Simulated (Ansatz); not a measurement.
Basis-set extrapolation for C4H6ClF (`C/C(Cl)=C/CF`) (PBE0-D4/def2-TZVP geometry, frozen core, Ansatz). Multiplicity 1, RHF reference.

|  | def2-TZVPP | def2-QZVPP |
| --- | --- | --- |
| HF | -713.994570 | -714.018585 |
| MP2 correlation | -1.102085 | -1.188386 |
| CCSD(T) correlation | -1.196770 | not run |

Energies in hartree. Use E(X) = E(∞) + A·exp(−7.88·√X) for Hartree–Fock and E(X) = E(∞) + B·X^(−2.97) for correlation, with X = 3 and 4, and add CCSD(T) minus MP2 of the smaller set to the MP2 limit.

Q: What is the CCSD(T) energy at the basis-set limit?

A: HF limit: -714.018585 + (-0.024015) × 0.13774 = -714.02189. MP2 limit: -1.188386 + (-0.086301) × 0.74074 = -1.25231. Higher-order term: -1.196770 − (-1.102085) = -0.09468. Total: -715.36888 hartree, 466.1 kJ/mol below CCSD(T)/def2-TZVPP.
